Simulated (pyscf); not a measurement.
7 gas-phase steps of one pattern: hydrogen abstraction on the doublet surface, H–H broken and Ge–H or H–Si formed. PySCF, gas phase, ωB97X-D3(BJ)/def2-SVP geometries. Electronic energies in kcal/mol, from the separated reactants; ΔE‡ and ΔE at ωB97M-D3(BJ)/def2-TZVP. Rows were drawn at random from the steps of this pattern with a verified saddle, stable references and no exit in the data more than 5 kcal/mol lower.

| row | step | ΔE | ΔE‡ |
|---|---|---|---|
| 1 | F–Si•(F)–O–SiH₃ + H₂ → F–SiH(F)–O–SiH₃ + H• | +2.9 | 11.1 |
| 2 | H₂N–SiH•–F + H₂ -> H₂N–SiH₂–F + H• | +6.7 | 12.9 |
| 3 | H₃C–Si•(CH₃)–CH₃ + H₂ → H₃C–SiH(CH₃)–CH₃ + H• | +8.6 | 12.9 |
| 4 | F–SiH₂–O–SiH₂• + H₂ -> F–SiH₂–O–SiH₃ + H• | +10.1 | 15.3 |
| 5 | •H₂Si–NH–SiH₃ + H₂ -> H₃Si–NH–SiH₃ + H• | +12.0 | 16.3 |
| 6 | H₂N–SiH₂• + H₂ → H₂N–SiH₃ + H• | +12.5 | 16.5 |
| 7 | •H₂Ge–I + H₂ -> H₃Ge–I + H• | +22.5 | ? |

Task: Fit ΔE‡ = a + b·ΔE to the other rows and predict row 7.

Result: Over the 6 complete rows the means are +8.8 (ΔE) and 14.2 (ΔE‡); least squares gives b = 0.58 and a = 9.1 kcal/mol, with residuals of 0.5 kcal/mol (root mean square; largest 1.2, row 3). For row 7: 9.1 + 0.58 × (+22.5) = 22.1 kcal/mol, an extrapolation. The computed barrier is 25.3 kcal/mol, 3.2 over the line. The line follows the complete rows closely but misses this one by more than their scatter. Each barrier is that of the saddle found. Elements up to Kr have no core potential and no relativistic terms here. Elements past Kr carry the def2 core potentials, without spin-orbit coupling.
